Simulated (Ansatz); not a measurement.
Rock-salt MgO was calculated with G0W0@PBE0 (Ansatz, an electronic-structure program, hard PAW, contour deformation).

The same calculation (at the measured cell, 9.307 Å³/atom) with different numerical settings; throughout: k mesh 2×2×2:

| run | response cutoff (eV) | empty bands | quasiparticle gap on the mesh (eV) | quasiparticle gap at Γ (eV) | rough time |
|---|---|---|---|---|---|
| 1 | 100 | 78 | 7.569 | 7.569 | 20 core-s |
| 2 | 150 | 143 | 7.763 | 7.763 | 20 core-s |
| 3 | 200 | 220 | 7.892 | 7.892 | 30 core-s |
| 4 | 250 | 307 | 7.965 | 7.965 | 30 core-s |
| 5 | 300 | 403 | 8.008 | 8.008 | 50 core-s |
| 6 | 400 | 621 | 8.053 | 8.053 | 100 core-s |
| 7 | 500 | 868 | 8.074 | 8.074 | 3 core-min |

In the column quasiparticle gap on the mesh (eV) the first row differs from the last by -0.505 and the next to last by -0.021.

The last row is no converged limit: other settings stay fixed.

Note: GW on a hybrid start was not checked against another program.
